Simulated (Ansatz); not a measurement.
Frontier orbitals of `CCC(C)(C)S`.

Z-matrix (Å, degrees):
```
C
C 1 1.517
H 1 1.092 2 110.3
H 1 1.092 2 112.2 3 -119.5
H 1 1.092 2 111.2 3 119.0
C 2 1.532 1 116.5 3 179.0
H 2 1.094 1 109.3 3 -58.3
H 2 1.098 1 109.2 3 57.8
C 6 1.521 2 111.9 1 -60.4
C 6 1.524 2 108.9 1 178.0
S 6 1.837 2 111.3 1 63.2
H 9 1.091 6 112.0 2 62.5
H 9 1.091 6 110.6 2 -177.2
H 9 1.095 6 109.9 2 -57.5
H 10 1.092 6 111.2 2 179.8
H 10 1.094 6 109.5 2 60.1
H 10 1.093 6 111.3 2 -59.2
H 11 1.342 6 97.4 2 -72.1
```

The species carries charge 0 and has multiplicity 1. All single points use the PBE0-D4/def2-TZVP geometry. It is one conformer, not always the lowest. Basis def2-TZVPP, Ansatz.

| functional | HOMO (eV) | LUMO (eV) |
| --- | --- | --- |
| LDA (SPW92) | -5.60 | -0.56 |

(1) Give HOMO and LUMO (eV) with PBE, revPBE, BLYP, r2SCAN, B97M-V, PBE0, B3LYP, r2SCANh, r2SCAN0, HSE06 (plane-wave form), BHLYP, CAM-B3LYP, LC-ωPBE, ωB97X-V, ωB97M-V, HF. (Estimate.)

Results:

(1) Computed: 
| functional | HOMO | LUMO |
| --- | --- | --- |
| PBE | -5.47 | -0.32 |
| revPBE | -5.41 | -0.21 |
| BLYP | -5.32 | -0.23 |
| r2SCAN | -5.72 | 0.02 |
| B97M-V | -5.85 | -0.16 |
| PBE0 | -6.70 | 0.62 |
| B3LYP | -6.47 | 0.34 |
| r2SCANh | -6.18 | 0.36 |
| r2SCAN0 | -6.87 | 0.85 |
| HSE06 (plane-wave form) | -6.30 | 0.24 |
| BHLYP | -7.81 | 1.42 |
| CAM-B3LYP | -8.06 | 1.55 |
| LC-ωPBE | -9.48 | 2.82 |
| ωB97X-V | -9.12 | 2.60 |
| ωB97M-V | -8.97 | 2.27 |
| HF | -9.55 | 3.49 |

B3LYP here is the variant with VWN-RPA as its local correlation; programs differ in this. LC-ωPBE has ω = 0.4 bohr⁻¹. Positive LUMOs are unbound and depend on the basis.
